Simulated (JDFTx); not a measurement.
Part of a log of JDFTx (a modified build) for chloromethane, CH3Cl (SMILES CCl), charge 0, multiplicity 1 (PBE, GBRV ultrasoft potentials, plane waves to 20/100 Ha):

```
unit cell volume = 5629.69
Chosen fftbox size, S = [  84  80  80  ]
unit cell volume = 5629.69
Chosen fftbox size, S = [  80  72  72  ]
  'C' pseudopotential, 'SLA  PW   PBE  PBE' functional
  4 valence electrons, 2 orbitals, 4 projectors, 721 radial grid points, with lMax = 1
  'Cl' pseudopotential, 'SLA  PW   PBX  PBC' functional
  7 valence electrons, 2 orbitals, 6 projectors, 909 radial grid points, with lMax = 2
  'H' pseudopotential, 'SLA  PW   PBX  PBC' functional
  1 valence electrons, 1 orbitals, 2 projectors, 615 radial grid points, with lMax = 0
Initialized 3 species with 5 total atoms.
Folded 1 k-points by 1x1x1 to 1 k-points.
nElectrons:  14.000000   nBands: 10   nStates: 1
average nbasis = 24073.000 , ideal nbasis = 24050.476
Correction to mu due to finite nuclear width = -0.00246742
   Cavity determined by nc: 0.00142 and sigma: 0.707107
   Nonlocal vdW cavity from gaussian model electron density with norm = 8 and sigma = 0.993594 bohr
   Charge asymmetry in cavity with sensitivity pCavity = 36.5 e-bohr/Eh
   Electrostatic cavity expanded by eta = 1.46 bohrs
   Weighted density cavitation model constrained by Nbulk: 0.0049383 bohr^-3, Pvap: 3.14029 kPa, Rvdw: 2.61727 bohr and sigmaBulk: 4.62e-05 Eh/bohr^2 at T: 298 K.
   Weighted density dispersion model using vdW pair potentials with single solvent site with sqrtC6eff: 0.77 SI.
[...]
Will mix electronic density at each iteration.
	Linear fluid (dielectric constant: 78.4, screening length: 4.0613 Bohr) occupying 0.801493 of unit cell:	Completed after 15 iterations
[... later lines of the fluid solver are left out ...]
SCF: Cycle:  0   Etot: -22.528577553526404   dEtot: -8.887e-04   |Residual|: 1.261e-02   |deigs|: 1.225e-03
[... lines cut ...]
SCF: Cycle: 11   Etot: -22.528736711705466   dEtot: -1.896e-08   |Residual|: 2.679e-05   |deigs|: 1.343e-04
SCF: Cycle: 12   Etot: -22.528736716050691   dEtot: -4.345e-09   |Residual|: 1.431e-05   |deigs|: 3.948e-05
SCF: Cycle: 13   Etot: -22.528736718516502   dEtot: -2.466e-09   |Residual|: 7.601e-06   |deigs|: 2.785e-05
SCF: Converged (|Delta E|<1.000000e-08 for 2 iters).
Converging empty states (this may take a while): |deigs|: 2.154e-04

# Energy components:
   A_diel =       -0.0031361470018371
   Eewald =        4.4561940250762619
       EH =       22.6685275695080861
     Eloc =      -57.1982564231245689
      Enl =        3.1276148674414435
      Exc =       -7.5888944425004858
 Exc_core =        1.6558424008283863
       KE =       10.3533714312562104
-------------------------------------
     Etot =      -22.5287367185165017


	eMin: -0.782348 at state 0 ( [ +0.000000 +0.000000 +0.000000 ] spin 0 )
	HOMO: -0.259606 at state 0 ( [ +0.000000 +0.000000 +0.000000 ] spin 0 )
```

Which solvation model was used?
A. SaLSA
B. linear PCM without cavity terms (LA12)
C. CANDLE
D. nonlinear PCM (GLSSA13)

C, CANDLE. The liquid was water (dielectric constant 78.4), 2 M NaF.
